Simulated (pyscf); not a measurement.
HO–Ga(OH)–SH (SMILES [OH][Ga]([OH])[SH]) + H₂O (SMILES O) → HO–Ga(OH)–OH (SMILES [OH][Ga]([OH])[OH]) + H₂S (SMILES S) (four-centre exchange; singlet surface; Ga–S, H–O broken, Ga–O, H–S formed). PySCF, gas phase, ωB97X-D3(BJ)/def2-SVP geometries. Energies in eV from the separated reactants.

```
level                   barrier  reaction energy
----------------------  -------  ---------------
ωB97X-D3(BJ)/def2-TZVP     0.22            +0.41
PBE/def2-TZVP              0.14            +0.34
r²SCAN/def2-TZVP            ___              ___
PBE0-D3(BJ)/def2-TZVP      0.17            +0.38
ωB97M-D3(BJ)/def2-TZVP      ___            +0.30
HF/def2-TZVP               0.81            +0.23
```

### Question
Some entries are withheld; supply them.

### Answer

- r²SCAN/def2-TZVP, barrier: 0.09
- r²SCAN/def2-TZVP, reaction energy: +0.32
- ωB97M-D3(BJ)/def2-TZVP, barrier: 0.28

On the reactant side the descent ends in an adduct with a Ga–O contact, 0.74 eV under the separated species and 0.96 eV under the saddle at ωB97X-D3(BJ)/def2-TZVP. On the product side the descent ends in an adduct with a Ga–S contact, 0.55 eV under the separated species and 0.35 eV under the saddle at ωB97X-D3(BJ)/def2-TZVP. At ωB97X-D3(BJ)/def2-TZVP, PBE, r²SCAN, PBE0-D3(BJ), ωB97M-D3(BJ) the saddle lies under the separated products, which points to a path from their complex (located at ωB97X-D3(BJ) alone), and parting the products costs more than the saddle. What is counted as formed (Ga–O) is already present as a longer contact in the reactant adduct; forming that adduct is a step of its own. What is counted as broken (Ga–S) persists as a longer contact in the product adduct; parting that adduct is a step of its own. This is the saddle that the search found; another between the same sides may lie lower. Elements up to Kr have no core potential and no relativistic terms here.
